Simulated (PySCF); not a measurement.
Species: C6H9 (doublet state).
Cartesian coordinates in Å at the GFN2-xTB level; atoms count from 1:
```
atom  x, y, z in Å
C1     0.122   -1.483    1.199
C2     0.458   -0.458    0.467
C3     1.901    0.029    0.416
C4    -0.537    0.268   -0.338
C5    -0.241    1.316   -1.100
C6    -1.939   -0.261   -0.240
H7     0.595   -2.175    1.856
H8     2.530   -0.590    1.051
H9     1.953    1.059    0.763
H10    2.269   -0.026   -0.607
H11    0.751    1.719   -1.191
H12   -1.004    1.818   -1.673
H13   -1.966   -1.302   -0.558
H14   -2.620    0.317   -0.859
H15   -2.278   -0.224    0.793
```

The hyperfine couplings belong to this conformer and change with its torsions.

Identity: `[H]/[C]=C(\C)C(=C)C` [radical].

Level of theory: UKS B3LYP, pcH-1 on C H, non-relativistic, mean-field spin-orbit, GIAO in PySCF. Geometry: GFN2-xTB, one conformer, isolated molecule. A GFN2-xTB geometry isn't a minimum of the functional, and hyperfine couplings can be far from their values at a DFT geometry. No stability test was run, so a lower SCF solution isn't excluded.

**Question.** Match the computed a_iso(13C) values +308.5, +75.6, +44.3, -14.0, -4.0, +3.4 MHz with the sites C1; C2; C3; C4; C5; C6.

**Answer.** 
```
site  a_iso (MHz)  ρ(0) (bohr⁻³)                 position  distance from C1 (Å)  spin population  largest |T| (MHz)
  C1       +308.5        +0.2744  largest spin population                  0.00            +1.07              143.6
  C2        -14.0        -0.0125           1 bond from C1                  1.30            -0.17               20.0
  C3        +75.6        +0.0672          2 bonds from C1                  2.46            +0.07               14.6
  C4        +44.3        +0.0394          2 bonds from C1                  2.42            +0.06                4.7
  C5         -4.0        -0.0036          3 bonds from C1                  3.64            -0.05                7.4
  C6         +3.4        +0.0030          3 bonds from C1                  2.80             0.00                2.3
```

ρ(0) is the spin density at the nucleus and T the dipolar tensor; entries for several nuclei are means. Largest spin populations (Mulliken): C1 (+1.07), C2 (-0.17), C3 (+0.07) and C4 (+0.06). No atom but C1 exceeds +0.15.

The spin density at the nucleus, in bohr⁻³, is negative for C2 (-0.0125) and C5 (-0.0036), for instance. A restricted open-shell determinant has no negative spin density anywhere; here it arises because α and β orbitals differ (spin polarisation).

Means are taken over nuclei equivalent by connectivity, which assumes that they swap fast.
